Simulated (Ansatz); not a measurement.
Ansatz (a quantum-chemistry and plane-wave program) input (MP2/cc-pV(T+d)Z): A basis named .json is the Basis Set Exchange file of that set (core-valence sets with the plain set on hydrogen).

Ansatz 0.2 input:
```yaml
crystal:
  periodic: [false, false, false]
  atoms:
    - {symbol: P, position_ang: [-0.00000000, -0.00000000, -0.98809696]}
    - {symbol: P, position_ang: [0.00000000, 0.00000000, 0.98809696]}
basis:
  gaussian:
    orbitals: cc-pV_T+d_Z.json
total_charge: 1
magnetization: {spin_polarized: true, initial_magnetization: 1}
correlation: {method: mp2, electrons: outside_noble_gas}
```

Output:

```
Functional definition: HF
integrals: 0.03 GiB planned
479 factors; integrals over basis functions are off by at most 1.1e-3 eV
mean field: 0.15 GiB planned
mean field evaluation 1: about -18533.2683 eV, gradient 1.1e1 eV
mean field evaluation 2: about -18533.2859 eV, gradient 1.1e1 eV
mean field evaluation 4: about -18534.0402 eV, gradient 1.5e0 eV
mean field evaluation 8: about -18534.0763 eV, gradient 6.7e-4 eV
mean field evaluation 16: about -18534.0763 eV, gradient 1.8e-4 eV
mean field evaluation 32: about -18534.7657 eV, gradient 9.9e-2 eV
mean field evaluation 64: about -18535.3050 eV, gradient 9.1e-4 eV
mean field evaluation 96: about -18535.1575 eV, gradient 1.1e-3 eV
mean field evaluation 128: about -18535.0721 eV, gradient 1.4e0 eV
mean field evaluation 160: about -18535.1568 eV, gradient 9.9e-7 eV
mean field -18535.30503949 eV, -681.1598965203 hartree, gradient 2.4e-6 eV, S^2 1.178460; 18 other end points of the search recorded, 0 dependent functions left out
10 core orbitals not correlated
reference -18535.30503949 eV, -681.1598965203 hartree; 5, 4 occupied and 63, 64 virtual orbitals, 479 factors
second order -5.55754889 eV of doubles, -0.00000000 eV of singles
Total energy: -18540.86258839 eV, -681.3641326751 hartree
```

The determinant is spin-contaminated: <S^2> is 1.18.
